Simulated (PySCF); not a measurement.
## Orbital energies and ionisation energy

Compound: C5H9F.
Structure used (PBE0-D3(BJ)/def2-SVP), in Å, numbered top down from 1:
```
atom  x, y, z in Å
C1     2.067    0.017    0.795
C2     1.177    0.988    0.095
C3     0.019    0.721   -0.512
F4    -0.649    1.738   -1.090
C5    -0.712   -0.569   -0.663
C6    -2.100   -0.541   -0.028
H7     1.657   -1.003    0.806
H8     3.060   -0.027    0.317
H9     2.235    0.318    1.842
H10    1.495    2.036    0.063
H11   -0.807   -0.777   -1.744
H12   -0.107   -1.382   -0.239
H13   -2.707    0.268   -0.458
H14   -2.628   -1.491   -0.196
H15   -2.034   -0.372    1.057
```

Level: CAM-B3LYP/def2-SVPD (PySCF). Frontier orbitals with their largest atomic shares (Löwdin; up to four atoms above 4 %):

```json
{"orbital": "HOMO−3", "ε (eV)": "-12.10", "main atoms": "C6 26 %, C5 20 %, C2 9 %, C1 8 %"}
{"orbital": "HOMO−2", "ε (eV)": "-11.32", "main atoms": "C6 27 %, C5 24 %, H13 11 %, H15 11 %"}
{"orbital": "HOMO−1", "ε (eV)": "-11.09", "main atoms": "C5 16 %, C3 15 %, C6 12 %, F4 12 %"}
{"orbital": "HOMO", "ε (eV)": "-8.22", "main atoms": "?"}
{"orbital": "LUMO", "ε (eV)": "1.28", "main atoms": "C6 16 %, C5 12 %, C1 12 %, C2 10 %"}
{"orbital": "LUMO+1", "ε (eV)": "1.68", "main atoms": "C1 23 %, C2 17 %, H8 12 %, C3 12 %"}
{"orbital": "LUMO+2", "ε (eV)": "2.07", "main atoms": "C3 19 %, C6 15 %, F4 11 %, C2 11 %"}
```

Question: What vertical ionisation energy does ΔSCF give, and how far is −ε(HOMO) from it?

Answer: ΔSCF: 9.09 eV (877 kJ/mol; threshold wavelength 136 nm); ⟨S²⟩ of the doublet left behind is 0.752, against 0.75 for a pure doublet. −ε(HOMO) is 8.22 eV, 0.87 eV below it. For the exact functional −ε(HOMO) would equal the first vertical ionisation energy; CAM-B3LYP (range-separated hybrid) falls short of its own ΔSCF value by 10 %. Holes in the HOMO−1 and HOMO−2 were tried too where these lie within 1.2 eV of the HOMO; the lowest converged state counts.

Question: On which atoms does the HOMO lie?

Answer: C2 (alkene CH carbon) 34 %, C3 (vinylic C–F carbon) 29 %, F4 (vinyl fluorine) 12 %, C1 (allylic carbon) 8 %, so no atom holds as much as 40 %. The HOMO−1 lies 2.87 eV lower.

Question: What kinetic energy would electrons from this vertical process carry with He I light (21.218 eV)?

Answer: 21.22 − 9.09 = 12.13 eV.

Question: With α = 64.2 au, estimate the like-pair dispersion coefficient by London's formula C6 = (3/4)α²I.

Answer: I = 0.3341 Eh, so C6 ≈ 1030 au, a rough estimate.

The structure is a single PBE0-D3(BJ)/def2-SVP conformer in the gas phase; no vibrational or solvent corrections.
